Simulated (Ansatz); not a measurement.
AlCl₄−, SMILES `[Cl][Al-]([Cl])([Cl])[Cl]` at its PBE0-D4/def2-TZVPD geometry, where that method's forces vanish. Total charge -1; spin multiplicity 1.

```json
{"atom": "Cl1", "x (Å)": "-0.3373", "y (Å)": "-1.1635", "z (Å)": "1.7826"}
{"atom": "Al2", "x (Å)": "0.0000", "y (Å)": "0.0000", "z (Å)": "0.0000"}
{"atom": "Cl3", "x (Å)": "1.7017", "y (Å)": "1.2894", "z (Å)": "0.2949"}
{"atom": "Cl4", "x (Å)": "0.3793", "y (Å)": "-1.3218", "z (Å)": "-1.6596"}
{"atom": "Cl5", "x (Å)": "-1.7437", "y (Å)": "1.1959", "z (Å)": "-0.4180"}
```

Q: For each bond, give half the difference of the two atoms' forces along it (eV/Å; positive pushes the atoms apart) under PBE-D4, r2SCAN-D4, B3LYP-D4, ωB97M-V in def2-TZVPPD. (Estimate.)

A: The calculation gave: 
```json
{"bond": "Cl1–Al2", "length (Å)": "2.155", "PBE-D4": "0.11", "r2SCAN-D4": "0.02", "B3LYP-D4": "0.07", "ωB97M-V": "0.03"}
{"bond": "Al2–Cl3", "length (Å)": "2.155", "PBE-D4": "0.11", "r2SCAN-D4": "0.02", "B3LYP-D4": "0.07", "ωB97M-V": "0.03"}
{"bond": "Al2–Cl4", "length (Å)": "2.155", "PBE-D4": "0.11", "r2SCAN-D4": "0.02", "B3LYP-D4": "0.07", "ωB97M-V": "0.03"}
{"bond": "Al2–Cl5", "length (Å)": "2.155", "PBE-D4": "0.11", "r2SCAN-D4": "0.02", "B3LYP-D4": "0.07", "ωB97M-V": "0.03"}
```

B3LYP here is the variant with VWN-RPA as its local correlation; programs differ in this.

Program: Ansatz 0.2.0.
